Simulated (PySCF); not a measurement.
# AlCl⁻: from constants to spectrum

UHF-CCSD(T) constants of AlCl⁻, ²Π (doublet), unpaired electrons π ↑ (Al def2-TZVPPD, Cl def2-TZVPPD; no relativity (PySCF 2.14); masses 26.9815 and 34.9689 u):

* ωe: 331.4 cm⁻¹
* ωexe: 2.51 cm⁻¹
* Be: 0.20738 cm⁻¹
* αe: 0.00204 cm⁻¹
* D (centrifugal): 3.25e-07 cm⁻¹
* De to Al + Cl⁻: 1.63 eV

Problem. Give the vibrational terms G(v) and spacings up to v = 6.

Solution. G(v) = ωe(v+½) − ωexe(v+½)².

| v | G(v) (cm⁻¹) | G(v) − G(v−1) | Bv (cm⁻¹) |
| --- | --- | --- | --- |
| 0 | 165.1 |  | 0.2064 |
| 1 | 491.5 | 326.4 | 0.2043 |
| 2 | 812.8 | 321.4 | 0.2023 |
| 3 | 1129.2 | 316.3 | 0.2002 |
| 4 | 1440.5 | 311.3 | 0.1982 |
| 5 | 1746.8 | 306.3 | 0.1962 |
| 6 | 2048.1 | 301.3 | 0.1941 |

Problem. How well does the Morse estimate ωe²/(4ωexe) reproduce De, and what is D0?

Solution. It gives 1.36 eV, 83 % of the computed De. D0 = De − G(0) = 1.63 − 0.02 = 1.61 eV.

Correlated steps freeze 10 core orbitals. For an ion De counts to the pair picked by the measured ionisation energies or electron affinities, which need not be the lowest pair at this level. The state is the lowest determinant that a PBE0 search found; another state may lie lower at other levels.
